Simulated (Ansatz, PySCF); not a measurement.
Gas-phase enthalpy of formation at 298 K, by the atomisation route, of c1ccccc1 (SMILES; C6H6, benzene). Each molecule is optimised on its own at B3LYP-D3(BJ)/def2-TZVP (Ansatz, a program for electronic structure). Valence correlation only, unless marked. UHF or UKS for open shells. No spin-orbit coupling. Non-relativistic. CBS(X,Y): correlation extrapolated as X^-3; Hartree-Fock from the larger set. [CCSD(T)-MP2]/basis is that difference in the basis named. Unstable Hartree-Fock reference: c1ccccc1. Thermal terms are rigid-rotor harmonic-oscillator values from B3LYP-D3(BJ) frequencies (PySCF) at 298.15 K and 1 atm. 1 Eh = 627.5095 kcal/mol.

```
species   count  E, RI-MP2/CBS(cc-pVTZ,cc-pVQZ)+[CCSD(T)-MP2]/cc-pVTZ (Ansatz) (Eh)  E, PBE/def2-TZVPD (Ansatz) (Eh)  measured ΔHf at 0 K (kcal/mol)  H(298) - H(0) of the element (kcal/mol)
--------  -----  ------------------------------------------------------------------  -------------------------------  ------------------------------  ---------------------------------------
c1ccccc1      1                                                          -231.92167                       -232.01963                               -                                        -
C atom        6                                                           -37.79136                        -37.79605                          169.98                                     0.25
H atom        6                                                            -0.49995                         -0.49962                           51.63                                     1.01
```

Molecule: zero-point energy 62.89, H(298) - H(0) 3.35 kcal/mol. The route leaves out scalar relativity and anharmonic zero-point terms, the atoms' spin-orbit terms, and in the frozen-core level the core correlation. Atomic data: G2/97 table in ASE.

Measured: 19.9 kcal/mol (Active Thermochemical Tables 1.112 (ions: stationary electron), as tabulated in the package chemicals).

Problem. Work out De, D0 and ΔHf at 0 and 298 K at both levels, and their errors against the measured value.

Solution. 
The atoms' values sum to 1329.66 (0 K) and 7.56 (thermal), in kcal/mol.
- RI-MP2/CBS(cc-pVTZ,cc-pVQZ)+[CCSD(T)-MP2]/cc-pVTZ: De = 1364.09; D0 = 1364.09 - 62.89 = 1301.20; ΔHf(0 K) = 1329.66 - 1301.20 = 28.46; ΔHf(298 K) = 28.46 + 3.35 - 7.56 = 24.25; error +4.4.
- PBE/def2-TZVPD: De = 1409.14; D0 = 1409.14 - 62.89 = 1346.25; ΔHf(0 K) = 1329.66 - 1346.25 = -16.59; ΔHf(298 K) = -16.59 + 3.35 - 7.56 = -20.80; error -40.7.
